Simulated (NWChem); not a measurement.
Program: NWChem. System: F (-1), charge -1, spin multiplicity 1. Level: G0W0@PBE0/def2-TZVPD, RI basis def2-tzvpd-rifit.

Input file:

```
start mol
memory heap 200 mb stack 700 mb global 1700 mb
charge -1
geometry units angstroms nocenter noautoz
  F      0.000000     0.000000     0.000000
  symmetry group D2h
end
basis spherical
  * library def2-tzvpd
end
basis "ri basis" bse spherical
  * library def2-tzvpd-rifit
end
dft
  xc pbe0
  iterations 100
  direct
  tolerances tight
end
task dft energy
gw
  states alpha occ 4 vir 2
end
task dft gw
```

NWChem printed:

```
             Northwest Computational Chemistry Package (NWChem) 7.3.0
             --------------------------------------------------------

                                NWChem Input Module
                                -------------------

 Scaling coordinates for geometry "geometry" by  1.889725989
 (inverse scale =  0.529177249)

                             Geometry "geometry" -> ""
                             -------------------------

 Output coordinates in angstroms (scale by  1.889725989 to convert to a.u.)

  No.       Tag          Charge          X              Y              Z
 ---- ---------------- ---------- -------------- -------------- --------------
    1 F                    9.0000     0.00000000     0.00000000     0.00000000

 Effective nuclear repulsion energy (a.u.)       0.0000000000

            Nuclear Dipole moment (a.u.)
            ----------------------------
        X                 Y               Z
 ---------------- ---------------- ----------------
     0.0000000000     0.0000000000     0.0000000000

      Symmetry information
      --------------------

 Group name             D2h
 Group number             26
 Group order               8
 No. of unique centers     1

      Symmetry unique atoms

     1


 Summary of "ao basis" -> "" (spherical)
 ------------------------------------------------------------------------------
       Tag                 Description            Shells   Functions and Types
 ---------------- ------------------------------  ------  ---------------------
 *                         def2-tzvpd                 on all atoms

 new library libraries.bse/

 Summary of "ri basis" -> "" (spherical)
 ------------------------------------------------------------------------------
       Tag                 Description            Shells   Functions and Types
 ---------------- ------------------------------  ------  ---------------------
 *                      def2-tzvpd-rifit              on all atoms

                                 NWChem DFT Module
                                 -----------------

 Summary of "ao basis" -> "ao basis" (spherical)
[...]
   Bfn.  Coefficient  Atom+Function         Bfn.  Coefficient  Atom+Function
  ----- ------------  ---------------      ----- ------------  ---------------
    16      1.176262  1 F  px                13     -0.433941  1 F  px
     7     -0.165364  1 F  px                10     -0.050691  1 F  px

 Vector    7  Occ=0.000000D+00  E= 3.124909D-01  Symmetry=b2u
              MO Center=  1.6D-33, -3.3D-25,  2.8D-34, r^2= 6.8D+00
   Bfn.  Coefficient  Atom+Function         Bfn.  Coefficient  Atom+Function
  ----- ------------  ---------------      ----- ------------  ---------------
    17      1.176262  1 F  py                14     -0.433941  1 F  py
     8     -0.165364  1 F  py                11     -0.050691  1 F  py

 Vector    8  Occ=0.000000D+00  E= 3.124909D-01  Symmetry=b1u
              MO Center= -1.3D-33,  1.4D-33, -1.9D-21, r^2= 6.8D+00
   Bfn.  Coefficient  Atom+Function         Bfn.  Coefficient  Atom+Function
  ----- ------------  ---------------      ----- ------------  ---------------
    18      1.176262  1 F  pz                15     -0.433941  1 F  pz
     9     -0.165364  1 F  pz                12     -0.050691  1 F  pz

 Task  times  cpu:        0.2s     wall:        0.2s

                                NWChem Input Module
                                -------------------

                                 NWChem GW Module
                                 ----------------

                             ***********************
                             ***        GW       ***
                             ***********************

 Summary of "ri basis" -> "ri basis" (spherical)
 ------------------------------------------------------------------------------
       Tag                 Description            Shells   Functions and Types
 ---------------- ------------------------------  ------  ---------------------
 F                      def2-tzvpd-rifit            26       92   9s7p5d4f1g

                 Memory Information
                 ------------------
          Available GA per process is          1700.0 MBs
          Available stack per process is        700.0 MBs
          Available heap per process is           0.0 MBs

          Peak memory in Initialization
              Peak GA per process is                  0.3 MBs
              Peak stack per process is               0.0 MBs
              Peak heap per process is                0.3 MBs
              Memory not in MA per process            0.0 MBs

          Peak memory in AFF Calculation
              Peak GA per process is                  0.5 MBs
              Peak stack per process is               0.2 MBs
              Peak heap per process is                0.0 MBs
              Memory not in MA per process            0.2 MBs

          Computing 2-center integrals
          Computing Inverse Cholesky factor
          Computing 3-center integrals
          Computing V_xc ...

          Computing Sigma_x
          Computing RPA polarizability
          Solving quasiparticle equations

                  Alpha Orbitals
          State     Energy (eV)     Error (eV)
          -----------------------------------
@GW         2        -20.732           0.005
@GW         3         -2.226           0.005
@GW         4         -2.226           0.005
@GW         5         -2.226           0.005
@GW         6         10.029           0.003
@GW         7         10.029           0.003

   Applying  -2.0482 eV scissor-shift to rest of particle states

   Applying   1.5262 eV scissor-shift to rest of hole states

     GW Timing Statistics
   ------------------------
   Init.   :          0.0s
     ERIs  :          0.0s
     Distr.:          0.0s
     Vxc   :          0.0s
   Sigma_x :          0.0s
   RPA     :          0.0s
   Wmn     :          0.0s
   Sigma_c :          0.0s
   GW total:          0.1s

 Task  times  cpu:        0.1s     wall:        0.1s

 Total times  cpu:        0.3s     wall:        0.3s
```
